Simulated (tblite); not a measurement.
# CH6F2O: the cost of one run

Programs: tblite 0.8.0 and PySCF 2.14.0. All values are calculated, for the isolated system unless a continuum is named. Atoms count from 0, parts from 1.

## Step 1: The system as given

10 atoms, charge 0, multiplicity 1; geometry: rigid parts in contact. Parts: 1 = atoms 0–5, `CO`, charge 0; 2 = atoms 6–7, `F`, charge 0; 3 = atoms 8–9, `F`, charge 0.

## Step 2: Search for minima with GFN2-xTB

What the job is given:

```
{"job": {"kind": "dock", "xc": "GFN2-xTB", "basis": "xTB"}, "charge": 0, "multiplicity": 1, "parts": [{"atoms": "0-5", "charge": 0, "multiplicity": 1}, {"atoms": "6-7", "charge": 0, "multiplicity": 1}, {"atoms": "8-9", "charge": 0, "multiplicity": 1}]}
C     -0.363138    -0.094120    -0.071085
O      0.902709    -0.736533    -0.085819
H     -0.690544     0.065185     0.961596
H     -1.094518    -0.741481    -0.552704
H     -0.305310     0.854299    -0.611949
H      1.559579    -0.075234     0.180020
F      2.015683    -1.355384    -2.201436
H      1.498040    -1.237182    -1.382438
F      2.846002     0.985387    -1.257608
H      2.921008     0.374058    -1.968384
```

Method: GFN2-xTB search for minima from random contacts, gas phase.

The run is started by

```console
> OMP_NUM_THREADS=1 python cluster_run.py task.json out
```

The driver reads the jobs from task.json and runs them one after another.

**Question.** How long does this first job take on 1 thread of AMD EPYC 7R43, shared host?

About 9.6 s.
